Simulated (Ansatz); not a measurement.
# AlNH+ (triplet): from Hartree-Fock to the top rungs, cc-pVTZ

How much of the correlation energy of AlNH+ (triplet) does each wave-function method recover here?

The runs use Ansatz 0.2.0, Gaussian basis; cc-pVTZ, core rule «outside noble gas», up to 6 orbitals frozen.

The runs, in order: UHF; CCSD(T) on ROHF; CCSD(T) on UHF; BCCD(T) on ROHF; CCSDT(Q) on ROHF; CCSDT(Q) on UHF.

17 further runs of the same task are left out: 12 for a known fault of the program, 5 set aside as unsound or not needed.

### Step 1. What is computed

The geometry is a PBE0/def2-TZVP stationary point (not a proven minimum) of the parent state, kept for this charge and spin.

3 atoms, charge 1, spin multiplicity 3.

Atoms are counted from 1 here; the program's logs count them from 0.

Bond lengths: Al1–N2 1.909 Å, N2–H3 1.029 Å. Angles: Al1–N2–H3 108.4°.

### Step 2. UHF

in.yaml reads:

```yaml
crystal:
  periodic: [false, false, false]
  atoms:
    - {symbol: Al, position_ang: [0.000000, -0.031887, 0.689947]}
    - {symbol: N, position_ang: [0.000000, 0.120874, -1.212902]}
    - {symbol: H, position_ang: [0.000000, -0.826124, -1.614269]}
basis:
  gaussian: {orbitals: cc-pVTZ}
total_charge: 1
magnetization: {spin_polarized: true, initial_magnetization: 2}
hamiltonian: {xc: hf}
output: {orbitals: {seedname: orbitals}}
```

Launch:

```sh
$ ansatz run in.yaml --threads 1 --pin off --events-out ev --progress --plain --max-ram 2560MiB --backend cpu
```

After this run come: CCSD(T) on ROHF; CCSD(T) on UHF; BCCD(T) on ROHF; CCSDT(Q) on ROHF; CCSDT(Q) on UHF.

Q: Predict the results of all the runs planned. Wanted: UCCSDT(Q) below the RHF energy; RMP2 from UCCSDT(Q); UMP2 from UCCSDT(Q); RCCSD from UCCSDT(Q); RCCSD(T) from UCCSDT(Q); UCCSD(T) from UCCSDT(Q); RCCSDT(Q) from UCCSDT(Q); T1 diagnostic.

The runs gave:

```
                         quantity                      value
   UCCSDT(Q) below the RHF energy                 -6.5992 eV
              RMP2 from UCCSDT(Q)            +27.06 kcal/mol
              UMP2 from UCCSDT(Q)            +24.21 kcal/mol
             RCCSD from UCCSDT(Q)             +6.43 kcal/mol
          RCCSD(T) from UCCSDT(Q)             +1.25 kcal/mol
          UCCSD(T) from UCCSDT(Q)             +1.08 kcal/mol
         RCCSDT(Q) from UCCSDT(Q)             +0.08 kcal/mol
levels within 1 kcal/mol (43 meV)  RCCSDT, UCCSDT, RCCSDT(Q)
                    T1 diagnostic                      0.090
```

**Reading.** RCCSD(T) misses by +1.25 kcal/mol, 0.8 % of the correlation energy. Coupled cluster took another determinant than the lowest Hartree-Fock one. These misses are within one basis, not against nature; the frozen cores of restricted and unrestricted runs differ, which can shift their rows.
